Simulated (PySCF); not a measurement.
**Spin-rotation constants: `CC=C=CCN`, C$_{5}$H$_{9}$N**

Geometry:
| atom | x (Å) | y (Å) | z (Å) |
| --- | --- | --- | --- |
| C1 | -2.821 | -0.123 | -0.297 |
| C2 | -1.587 | 0.714 | -0.453 |
| C3 | -0.402 | 0.238 | -0.686 |
| C4 | 0.781 | -0.261 | -0.870 |
| C5 | 1.738 | -0.587 | 0.257 |
| N6 | 2.907 | 0.279 | 0.301 |
| H7 | -2.595 | -1.175 | -0.452 |
| H8 | -3.580 | 0.188 | -1.014 |
| H9 | -3.233 | 0.006 | 0.704 |
| H10 | -1.729 | 1.785 | -0.366 |
| H11 | 1.166 | -0.416 | -1.871 |
| H12 | 1.222 | -0.502 | 1.216 |
| H13 | 2.096 | -1.615 | 0.142 |
| H14 | 3.412 | 0.232 | -0.579 |
| H15 | 2.621 | 1.243 | 0.440 |

Computed with GIAO KT3/pcSseg-1 magnetisability, rotational g tensor and spin-rotation constants, non-relativistic, gas phase (PySCF 2.14.0). Geometry: GFN2-xTB.

(1) Give the nuclear spin-rotation constants along the inertial axes (H = +C I·J) beside the isotropic shieldings.

(2) How do the rotational constants and the g tensor change when H7, H8, H9, H10, H11, H12, H13, H14, H15 are replaced by deuterium?

## Answers

(1) Rotational constants 12.9078, 1.3685, 1.3542 GHz. A star marks the isotopologue with that one atom substituted, in its own axes.
| atom | isotope | Caa (kHz) | Cbb (kHz) | Ccc (kHz) | mean (kHz) | σ (ppm) |
| --- | --- | --- | --- | --- | --- | --- |
| N6 | 14N | 0.591 | 0.069 | 0.076 | 0.245 | 212.0 |
| H7 | 1H | -1.273 | 0.021 | -0.141 | -0.464 | 30.2 |
| H8 | 1H | -0.255 | -0.128 | -0.095 | -0.159 | 29.9 |
| H9 | 1H | -1.237 | -0.147 | 0.028 | -0.452 | 29.8 |
| H10 | 1H | -1.247 | 0.087 | -0.126 | -0.429 | 26.6 |
| H11 | 1H | -1.159 | -0.156 | 0.102 | -0.405 | 26.7 |
| H12 | 1H | -1.124 | -0.143 | 0.050 | -0.406 | 28.5 |
| H13 | 1H | -1.083 | 0.027 | -0.116 | -0.391 | 28.2 |
| H14 | 1H | -1.186 | -0.170 | -0.007 | -0.455 | 31.1 |
| H15 | 1H | -1.423 | 0.000 | -0.154 | -0.526 | 31.3 |
| C1 | 13C* | 1.871 | 0.197 | 0.207 | 0.758 | 164.8 |
| C2 | 13C* | 3.188 | 0.465 | 0.205 | 1.286 | 100.4 |
| C3 | 13C* | 5.428 | 0.583 | 0.574 | 2.195 | -14.3 |
| C4 | 13C* | 3.021 | 0.240 | 0.495 | 1.252 | 93.1 |
| C5 | 13C* | 2.433 | 0.266 | 0.279 | 0.993 | 132.7 |

For the geometry as given, no vibrational averaging.

(2) Constants 9.0518, 1.1594, 1.1441 GHz; g -0.0241, -0.0056, -0.0062, against -0.0339, -0.0066, -0.0075 before.
